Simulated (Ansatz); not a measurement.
The same path of C3H4FN (9 atoms, charge 0, multiplicity 1) was run twice with different band settings. The coordinate that changes most is the dihedral C2–C3–N4–H8.

Computed with RKS PBE-D4/def2-SVP (Ansatz).

Relaxed end points:

```xyz
9
Properties=species:S:1:pos:R:3
C -0.348 1.422 -1.205
C 0.126 0.550 -0.338
C 0.600 -0.407 0.451
N -0.051 -1.555 0.892
F 1.883 -0.372 0.891
H -0.763 2.400 -0.891
H -0.353 1.225 -2.296
H 0.016 -1.696 1.907
H -1.021 -1.614 0.573
```

```xyz
9
Properties=species:S:1:pos:R:3
C -0.360 1.500 -1.101
C 0.135 0.481 -0.428
C 0.612 -0.489 0.344
N -0.088 -1.292 1.240
F 1.939 -0.768 0.368
H -0.530 2.491 -0.634
H -0.626 1.424 -2.174
H -1.092 -1.100 1.252
H 0.098 -2.294 1.117
```

Common settings: movable images 7; climbing image yes; optimiser quadratic models (default); start path IDPP; force threshold 0.05 eV/Å; iteration limit 60; end points relaxed.

| run | spring |
| --- | --- |
| 1 | 5.0 eV/Å² |
| 2 | 50.0 eV/Å² |

Q: What does each run give, and how far can it be trusted?

A: Run 1: converged after 14 iterations, highest image 0.132 eV above the first end. A vibrational analysis at the climbing image gives one clearly imaginary mode, 280i cm⁻¹: a first-order saddle point.
Run 2: converged after 15 iterations, highest image 0.132 eV above the first end. Another band between the same ends (7 images) ends at a top of the same energy, where a vibrational analysis finds 1 clearly imaginary mode.
